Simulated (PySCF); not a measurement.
## Relaxation of singlet S2H4

Computed with PySCF, PBE0, basis S def2-TZVP, H def2-TZVP (no relativity, density fitting). A (50,194) grid was used.

A hand-made ethylene-like start, of C2h symmetry, held to at least that symmetry:

```xyz
6
charge 0 multiplicity 1, angstrom
S     1.0300    0.0000    0.0000
S    -1.0300    0.0000    0.0000
H     1.7050    1.1610    0.1500
H     1.7050   -1.1610    0.1500
H    -1.7050    1.1610   -0.1500
H    -1.7050   -1.1610   -0.1500
```

Question: What forces act on the atoms at the start (eV/Å)?

Answer: 
```tsv
atom	Fx	Fy	Fz
S1	7.66	0.00	-0.45
S2	-7.66	0.00	0.45
H3	2.04	-0.10	0.31
H4	2.04	0.10	0.31
H5	-2.04	-0.10	-0.31
H6	-2.04	0.10	-0.31
```

Question: What does it relax to?

Answer: It ends at C2h with S–H 1.341 Å (×4); H–S–H 92.3° (×2) (after a last refinement on a finer grid). The molecule has come apart into SH₂ + SH₂. A frequency run shows a minimum.

Question: How much energy is released, and in how many steps?

Answer: 557.6 kJ/mol in 26 steps.
